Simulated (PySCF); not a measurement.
# Molecular orbitals of LiAl⁺

UHF at R = 3.042 Å; basis Li cc-pVDZ, Al cc-pV(D+d)Z; no relativity; PySCF 2.14. State: ²Σ⁺ (doublet), unpaired electrons σ ↑. Only the outer orbitals are listed, counted within each symmetry.

```csv
spin,orbital,occ.,ε (eV),on Li (%),main shells (%)
α,5σ,1,-16.59,11,89 Al s
α,6σ,1,-11.48,34,"62 Al p, 22 Li s, 11 Li p"
α,2π,0,-4.00,31,"69 Al p, 30 Li p"
α,2π,0,-4.00,31,"69 Al p, 30 Li p"
α,7σ,0,-3.77,96,"73 Li s, 22 Li p"
β,5σ,1,-15.00,3,95 Al s
β,6σ,0,-4.12,81,"77 Li s, 17 Al p"
β,2π,0,-3.72,27,"73 Al p, 27 Li p"
β,2π,0,-3.72,27,"73 Al p, 27 Li p"
```

Q: Which are the highest filled and the lowest empty level, where do they sit, and how wide is the gap?

A: Highest filled α 6σ at -11.48 eV (in %: 62 Al p, 22 Li s, 11 Li p); lowest empty β 6σ at -4.12 eV (in %: 77 Li s, 17 Al p); the gap at UHF is 7.36 eV.

* bond order (Mayer): 0.55
* ⟨S²⟩: 0.777
* charge on Li (Mulliken, basis-dependent): 0.51
* charge on Li (Löwdin, basis-dependent): 0.47
* dipole moment (positive dipole points towards Al; it is taken about the centre of mass and depends on that origin): -7.05 D
* polarisability along the bond: 77.6 bohr³
* polarisability across the bond: 43.8 bohr³

The state was picked by a PBE0 search and need not be the measured ground state.
